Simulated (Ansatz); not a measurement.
Geometry optimisation, Ansatz 0.2.0, RKS B3LYP-D4/def2-SVP.

The input (input.yaml):

```yaml
crystal:
  periodic: [false, false, false]
  atoms:
    - { symbol: B, position_ang: [-0.458031, -0.260155, 0.643076] }
    - { symbol: H, position_ang: [-0.241134, 0.808461, -1.564562] }
    - { symbol: "N", position_ang: [0.756633, -0.480951, 0.77079] }
    - { symbol: H, position_ang: [0.350703, 0.581404, -1.263516] }
    - { symbol: Cl, position_ang: [-2.13382, 0.024168, 0.505256] }
    - { symbol: H, position_ang: [1.725748, -0.672927, 0.909056] }
basis:
  gaussian: { orbitals: def2-SVP }
hamiltonian:
  xc: b3lyp
  dispersion: d4
relax:
  f_tol: 0.03
  max_steps: 50
```

Run as:

```bash
$ ansatz run input.yaml --threads 1 --pin off --max-ram 2048MiB --backend cpu --events-out ev --progress --plain --runs-dir out
```

Q: Where does it end, and by what steps?

A: The forces met the threshold. The force dipped under the threshold on the way, but the program's further checks kept it going. After 19 steps the energy has fallen by 0.271 eV; H2 moved furthest, 1.24 Å.

```json
{"step": "0", "energy less start (eV)": "0.0000", "largest force component (eV/Å)": "2.037", "accepted": "yes"}
{"step": "1", "energy less start (eV)": "-0.1831", "largest force component (eV/Å)": "0.233", "accepted": "yes"}
{"step": "2", "energy less start (eV)": "-0.2359", "largest force component (eV/Å)": "0.118", "accepted": "yes"}
{"step": "3", "energy less start (eV)": "-0.2516", "largest force component (eV/Å)": "0.039", "accepted": "yes"}
{"step": "4", "energy less start (eV)": "-0.2450", "largest force component (eV/Å)": "1.186", "accepted": "no"}
{"step": "5", "energy less start (eV)": "-0.2533", "largest force component (eV/Å)": "0.078", "accepted": "yes"}
{"step": "6", "energy less start (eV)": "-0.2550", "largest force component (eV/Å)": "0.020", "accepted": "yes"}
{"step": "7", "energy less start (eV)": "-0.2556", "largest force component (eV/Å)": "0.042", "accepted": "yes"}
{"step": "8", "energy less start (eV)": "-0.2561", "largest force component (eV/Å)": "0.096", "accepted": "yes"}
{"step": "9", "energy less start (eV)": "-0.2568", "largest force component (eV/Å)": "0.128", "accepted": "yes"}
{"step": "10", "energy less start (eV)": "-0.2579", "largest force component (eV/Å)": "0.204", "accepted": "yes"}
{"step": "11", "energy less start (eV)": "-0.2594", "largest force component (eV/Å)": "0.181", "accepted": "yes"}
{"step": "12", "energy less start (eV)": "-0.2614", "largest force component (eV/Å)": "0.170", "accepted": "yes"}
{"step": "13", "energy less start (eV)": "-0.2630", "largest force component (eV/Å)": "0.194", "accepted": "yes"}
{"step": "14", "energy less start (eV)": "-0.2654", "largest force component (eV/Å)": "0.147", "accepted": "yes"}
{"step": "15", "energy less start (eV)": "-0.2678", "largest force component (eV/Å)": "0.086", "accepted": "yes"}
{"step": "16", "energy less start (eV)": "-0.2686", "largest force component (eV/Å)": "0.220", "accepted": "yes"}
{"step": "17", "energy less start (eV)": "-0.2699", "largest force component (eV/Å)": "0.065", "accepted": "yes"}
{"step": "18", "energy less start (eV)": "-0.2703", "largest force component (eV/Å)": "0.010", "accepted": "yes"}
{"step": "19", "energy less start (eV)": "-0.2705", "largest force component (eV/Å)": "0.027", "accepted": "yes"}
```

```xyz
6
Properties=species:S:1:pos:R:3
B -0.723 -0.468 1.131
H 0.665 1.086 -2.360
N 0.471 -0.453 0.790
H 0.517 0.769 -1.683
Cl -2.366 -0.484 1.589
H 1.436 -0.450 0.534
```

Time of the run: 30 s on 1 thread of Arm Neoverse V1 (shared host), peak memory 0.12 GiB.
